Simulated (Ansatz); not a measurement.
System: glyoxal, C₂H₂O₂, charge 0, multiplicity 1. SMILES: C(C=O)=O
Geometry from a B3LYP-D3(BJ)/def2-TZVP (Ansatz, a quantum-chemistry and plane-wave program) optimisation:
```xyz
6

C      0.0079     0.7617    -0.0144
C     -0.0079    -0.7617     0.0144
O      1.0376     1.3794    -0.0260
H     -0.9919     1.2360    -0.0234
O     -1.0376    -1.3794     0.0260
H      0.9919    -1.2360     0.0234
```
Charge 0, spin multiplicity 1.

Q: Give the harmonic wavenumbers at B3LYP-D3(BJ)/def2-TZVP (Ansatz, finite differences of forces, unscaled).

A: 128, 341, 553, 814, 1065, 1079, 1339, 1382, 1801, 1802, 2936, 2939 cm⁻¹. Zero-point energy 23.1 kcal/mol.

Q: From these and the geometry, give the ideal-gas thermochemistry at 298.15 K and 1 atm (rigid rotor, harmonic oscillator).

A: Point group C2h, rotational symmetry number 2. Rotational constants 56.11, 4.797, 4.419 GHz. S(trans) 38.10, S(rot) 21.74, S(vib) 5.11, S(elec, spin only) 0.00, S 64.9 cal/(mol K). H(298) - H(0) 3.24 kcal/mol; G - E(el) 7.0 kcal/mol. Tabulated S at 1 bar: 65.1 cal/(mol K) (CRC Handbook, as tabulated in the package chemicals); it can hold hindered rotation or other conformers, which this model lacks.
